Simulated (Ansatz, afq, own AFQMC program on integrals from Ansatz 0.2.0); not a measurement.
Where AFQMC and coupled cluster stand for SiHF2⁺, singlet

```yaml
atoms:
  - { symbol: Si, position_ang: [-0.1302, -0.5070, 0.0000] }
  - { symbol: F, position_ang: [0.0707, 0.4153, -1.2817] }
  - { symbol: F, position_ang: [0.0707, 0.4153, 1.2817] }
  - { symbol: H, position_ang: [0.9617, -1.5258, 0.0000] }
```

Connectivity, by distances: F–SiH–F.

Basis cc-pVDZ. Only valence electrons are correlated. Integrals, coupled cluster, full CI and functionals: Ansatz 0.2.0; the random walks run on the same integrals in our own AFQMC program. The CISD trial takes its coefficients from CCSD amplitudes. Released means that phaseless walkers are propagated on without the constraint, phases kept. Uncertainties: one standard error, sampling alone.

Determinant: RHF, the one that the program's search chose, which needn't be the lowest solution. The geometry is a PBE0/def2-TZVP stationary point of this or a neighbouring charge and spin state.

No full CI on the walks' own integrals is used here. The released AFQMC energy serves as the reference, which it does only where one determinant dominates, the energy is flat over the last release times and near the phaseless one (40 meV or 2 meV an electron, half that with transition metals). On small molecules, where full CI could be run and the noise was under 10 meV, such values lay within 10 meV of it in 19 cases of 20, a flattering rate, since the rule was set on those same cases; what remains of the bias isn't in the error bar.

Cautions: higher spins were not checked; raised T1 diagnostic (T1 0.021, weight of the determinant 0.87, largest double 0.06); the released value is read at 1.50 1/Eh (meV from the phaseless value at times in 1/Eh: -5 ± 7 at 0.24, -6 ± 8 at 0.51, 5 ± 8 at 0.99, 1 ± 9 at 1.50).

```
T1 diagnostic                               : 0.0209
weight of the determinant in the CISD state : 0.872
size of the correlated space                : 18 electrons in 44 orbitals
```

```json
{"level": "MP2", "correlation energy (eV)": "-12.6660"}
{"level": "CCSD", "correlation energy (eV)": "-12.9285"}
{"level": "CCSD(T)", "correlation energy (eV)": "-13.2075"}
```

Q: Estimate where AFQMC with the constraint released lies against CCSD(T) on the same integrals.

A: 1.86 ± 0.34 mEh below CCSD(T).

Reference: AFQMC with the constraint released, correlation energy -13.258 ± 0.009 eV.

```
        level  E − E(reference) (mEh)  share of correlation (%)
      CCSD(T)             1.86 ± 0.34                     99.62
ph-AFQMC/CISD            -0.05 ± 0.42                    100.01
```

A walk keeps the symmetry of its determinant, which the program's search chose and which needn't be the lowest solution, so a lower state of the same spin and another symmetry isn't excluded. Released energies are given only where the last usable release times agree within the noise; a slower fall can still hide under it.
